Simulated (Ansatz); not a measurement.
A run of Ansatz (development build ahead of 0.2.0) on singlet C2H4 in separate pieces at this shape:

```json
{"atom": "C", "x (Å)": "0.0000", "y (Å)": "0.0000", "z (Å)": "-0.6653"}
{"atom": "C", "x (Å)": "0.0000", "y (Å)": "0.0000", "z (Å)": "3.3266"}
{"atom": "H", "x (Å)": "0.0000", "y (Å)": "-0.9311", "z (Å)": "-1.2403"}
{"atom": "H", "x (Å)": "0.0000", "y (Å)": "0.9311", "z (Å)": "-1.2403"}
{"atom": "H", "x (Å)": "0.0000", "y (Å)": "-0.9311", "z (Å)": "3.9016"}
{"atom": "H", "x (Å)": "0.0000", "y (Å)": "0.9311", "z (Å)": "3.9016"}
```

Its results:

```yaml
Converged: yes
Total_energy: -78.29283 hartree
Spin_squared_of_the_determinant: 2.001
Stability_test: minimum
```

Task: Which input gives this output? Name the method, the orbitals and the basis set, and write the input.

Result: ωB97X (unrestricted) in pcseg-2.

```yaml
crystal:
  periodic: [false, false, false]
  atoms:
    - { symbol: C, position_ang: [0.0, 0.0, -0.6653] }
    - { symbol: C, position_ang: [0.0, 0.0, 3.3266] }
    - { symbol: H, position_ang: [0.0, -0.9311, -1.2403] }
    - { symbol: H, position_ang: [0.0, 0.9311, -1.2403] }
    - { symbol: H, position_ang: [0.0, -0.9311, 3.9016] }
    - { symbol: H, position_ang: [0.0, 0.9311, 3.9016] }
basis:
  gaussian: { orbitals: pcseg-2 }
magnetization:
  spin_polarized: true
hamiltonian:
  xc: { name: wB97X }
```

Caution: the unrestricted determinant is a mixture of spin states.
